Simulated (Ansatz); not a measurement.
## Worked example: PF, quintet against PF, triplet

Geometry (PBE0/def2-TZVP stationary point of a triplet), kept for both states (PF, triplet: Σ⁻; PF, quintet: Σ⁻):

| atom | x (Å) | y (Å) | z (Å) |
| --- | --- | --- | --- |
| F | 0.0000 | 0.0000 | 0.0000 |
| P | 0.0000 | 0.0000 | 1.5934 |

Basis cc-pVTZ; Ansatz 0.2.0. Only valence electrons are correlated (noble-gas cores frozen). R marks a restricted (for open shells ROHF) determinant, U an unrestricted one.

Full CI isn't at hand for all of this; UCCSDT(Q) serves as the reference, and is uncertain by about the last step of the cluster series.

```csv
level,"E(PF, triplet) (hartree)","E(PF, quintet) (hartree)"
UHF,-440.221743,-439.979372
UMP2,-440.571410,-440.300055
UCCSD(T),-440.599799,-440.322200
PBE,-440.953030,-440.680016
PBE0,-440.980050,-440.707304
UCCSDT(Q),-440.601056,-440.323366
```

Problem. Give the vertical gap, PF quintet less PF triplet, at each level in eV (1 hartree = 27.2114 eV), and each error against UCCSDT(Q).

Solution. UCCSDT(Q): (-440.323366 − (-440.601056)) × 27.2114 = 7.556 eV (the reference)
PBE0: (-440.707304 − (-440.980050)) × 27.2114 = 7.422 eV, error -0.134 eV
PBE: (-440.680016 − (-440.953030)) × 27.2114 = 7.429 eV, error -0.127 eV
UCCSD(T): (-440.322200 − (-440.599799)) × 27.2114 = 7.554 eV, error -0.002 eV
UMP2: (-440.300055 − (-440.571410)) × 27.2114 = 7.384 eV, error -0.172 eV
UHF: (-439.979372 − (-440.221743)) × 27.2114 = 6.595 eV, error -0.961 eV

Total energies of functionals can't be set beside those of wave-function methods, since they hold the core's correlation and their own absolute errors; only the differences compare.

Each level lands on the state that its own search finds. T1 diagnostics of restricted CCSD: 0.021 and 0.028.
